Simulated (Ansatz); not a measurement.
Cost and result for the atomization energy of C5H7F (`CC=C=C(C)F`) (13 atoms, 12 bonds).

```xyz
13

C     1.439   -1.377   -1.282
C     0.191   -0.553   -1.293
C    -0.445   -0.142   -0.234
C    -1.059    0.299    0.826
C    -0.831    1.577    1.543
F    -2.038   -0.447    1.397
H     1.276   -2.324   -1.805
H     2.246   -0.858   -1.808
H     1.764   -1.592   -0.265
H    -0.209   -0.289   -2.272
H    -0.547    1.384    2.581
H    -0.040    2.148    1.059
H    -1.747    2.174    1.553
```

Charge 0, multiplicity 1. Geometry: relaxed with PBE0-D4/def2-TZVP. Program: Ansatz. All runs use 4 threads of an Arm Neoverse V1 on a shared host. Times are those of one run each, without the atoms' runs, and a repeat can differ threefold. Electronic energies, without spin–orbit coupling; frozen cores. CCSD(T)/CBS adds CCSD(T) − MP2 in def2-TZVPP to the MP2 limit, and its time is that of the two runs behind it. T1 = 0.012. B3LYP takes the VWN-RPA correlation (the form of Gaussian; ORCA's B3LYP/G).

CCSD(T)/CBS is a level of theory with its own doubt, some kJ/mol a heavy atom from the limit and from the frozen cores, so smaller differences don't rank the functionals.

| level | functions | wall time | atomization (kcal/mol) | difference from CCSD(T)/CBS | per bond |
| --- | --- | --- | --- | --- | --- |
| PBE-D4/def2-TZVPP (with forces) | 284 | 2.9 s | 1347.2 | 45.9 | 3.8 |
| PBE0-D4/def2-TZVPP | 284 | 2.9 s | 1319.3 | 18.0 | 1.5 |
| r2SCAN-D4/def2-TZVPP (with forces) | 284 | 4.9 s | 1312.1 | 10.8 | 0.9 |
| B3LYP-D4/def2-TZVPP (with forces) | 284 | 5.5 s | 1307.9 | 6.6 | 0.5 |
| B2PLYP/def2-TZVPP | 284 | 6.5 s | 1294.8 | -6.5 | -0.5 |
| ωB97X-V/def2-TZVPP | 284 | 8 s | 1304.2 | 2.9 | 0.2 |
| ωB97M-V/def2-TZVPP (with forces) | 284 | 12 s | 1308.1 | 6.8 | 0.6 |
| MP2/def2-QZVPP | 552 | 35 s | 1313.8 | 12.5 | 1.0 |
| CCSD(T)/def2-TZVPP | 284 | 4.9 min | 1271.7 | -29.6 | -2.5 |
| CCSD(T)/CBS(def2) | – | 5.5 min | 1301.3 | 0.0 | 0.0 |

The D4 term adds +8.2 kcal/mol with B3LYP and +4.3 kcal/mol with PBE0; it sums over pairs of atoms, weighted by their polarisabilities, and B3LYP, whose exchange is more repulsive, gets the larger term. From PBE to PBE0 (25 % exact exchange), in def2-TZVPP and without D4, the atomization energy moves by −27.0 kcal/mol: exact exchange takes away binding that semilocal exchange gives to molecules. In def2-TZVPP, CCSD(T) changes the Hartree–Fock value by +310.1 kcal/mol (the triples alone add +20.8 kcal/mol) and MP2 by +334.8 kcal/mol; breaking electron pairs costs correlation energy, which Hartree–Fock lacks.
